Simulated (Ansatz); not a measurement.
A calculation with Ansatz (development build ahead of 0.2.0).

```yaml
crystal:
  periodic: [false, false, false]
  atoms:
    - { symbol: O, position_ang: [0.0, 0.0, -1.54755] }
    - { symbol: C, position_ang: [0.0, 0.0, -0.48362] }
    - { symbol: S, position_ang: [0.0, 0.0, 0.95513] }
basis:
  gaussian: { orbitals: cc-pVTZ }
hamiltonian:
  xc: hf
correlation:
  method: mp2
  frozen_orbitals: { C: 1, O: 1, S: 5 }
```

The input is written out in the form of the current development build from the run's settings.

Results

| Item | Value |
| --- | --- |
| Converged | yes |
| Reference energy | -510.31002 hartree |
| Correlation energy | -0.52855 hartree |
| Total energy | -510.83856 hartree |
| Spin squared of the determinant | 0.000 |

Caution: no unrestricted run beside it, a lower state can exist.
